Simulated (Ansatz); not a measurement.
# CHN+ (quartet): from Hartree-Fock to the top rungs, cc-pVTZ

How much of the correlation energy of CHN+ (quartet) does each wave-function method recover here?

The runs use Ansatz 0.2.0, Gaussian basis; cc-pVTZ, core rule «outside noble gas», up to 2 orbitals frozen.

To be run: UHF; CCSD(T) on ROHF; CCSD(T) on UHF; BCCD(T) on ROHF; CCSDT(Q) on ROHF; CCSDT(Q) on UHF; CASSCF and MRCISD+Q, 9 electrons in 9 orbitals; CASSCF and NEVPT2, 9 electrons in 9 orbitals.

6 further runs of the same task are left out: 6 set aside as unsound or not needed. Runs told in other sessions of the task aren't counted.

## Step 1: The system

The geometry is a PBE0/def2-TZVP stationary point (not a proven minimum) of the parent state, kept for this charge and spin.

3 atoms, charge 1, spin multiplicity 4.

Atoms are counted from 1 here; the program's logs count them from 0.

Bond lengths: N1–C2 1.276 Å, C2–H3 1.109 Å. Angles: N1–C2–H3 121.1°.

## Step 2: UHF

Input file in.yaml:

```yaml
crystal:
  periodic: [false, false, false]
  atoms:
    - {symbol: N, position_ang: [0.000000, 0.079164, 0.632274]}
    - {symbol: C, position_ang: [0.000000, -0.149608, -0.623475]}
    - {symbol: H, position_ang: [0.000000, 0.682652, -1.356932]}
basis:
  gaussian: {orbitals: cc-pVTZ}
total_charge: 1
magnetization: {spin_polarized: true, initial_magnetization: 3}
hamiltonian: {xc: hf}
output: {orbitals: {seedname: orbitals}}
```

On the command line:

```console
$ ansatz run in.yaml --threads 1 --pin off --events-out ev --progress --plain --max-ram 2816MiB --backend cpu
```

The runs that follow: CCSD(T) on ROHF; CCSD(T) on UHF; BCCD(T) on ROHF; CCSDT(Q) on ROHF; CCSDT(Q) on UHF; CASSCF and MRCISD+Q, 9 electrons in 9 orbitals; CASSCF and NEVPT2, 9 electrons in 9 orbitals.

**Question.** What will the summary of the whole plan be? Wanted: UCCSDT(Q) from the RHF energy; RMP2 from UCCSDT(Q); UMP2 from UCCSDT(Q); RCCSD from UCCSDT(Q); RCCSD(T) from UCCSDT(Q); UCCSD(T) from UCCSDT(Q); RCCSDT(Q) from UCCSDT(Q); NEVPT2 valence from UCCSDT(Q); MRCISD+Q valence from UCCSDT(Q).

**Answer**, as computed:

| quantity | value |
| --- | --- |
| UCCSDT(Q) from the ROHF energy | -7.0068 eV |
| RMP2 from UCCSDT(Q) | +105.4 kJ/mol |
| UMP2 from UCCSDT(Q) | +107.7 kJ/mol |
| RCCSD from UCCSDT(Q) | +26.0 kJ/mol |
| RCCSD(T) from UCCSDT(Q) | +4.4 kJ/mol |
| UCCSD(T) from UCCSDT(Q) | +4.3 kJ/mol |
| RCCSDT(Q) from UCCSDT(Q) | +0.4 kJ/mol |
| NEVPT2 valence from UCCSDT(Q) | +87.9 kJ/mol |
| MRCISD+Q valence from UCCSDT(Q) | +4.5 kJ/mol |
| levels within 1 kcal/mol (43 meV) | RCCSDT, UCCSDT, RCCSDT(Q) |
| T1 diagnostic | 0.029 |
| effectively unpaired electrons | 3.02 |

In words: RCCSD(T) misses by +4.4 kJ/mol, 0.7 % of the correlation energy. One determinant dominates. Of the multireference levels listed MRCISD+Q valence comes nearest in total energy (+4.5 kJ/mol), which doesn't show that its space is the better one. These misses are within one basis, not against nature; the frozen cores of restricted and unrestricted runs differ, which can shift their rows.
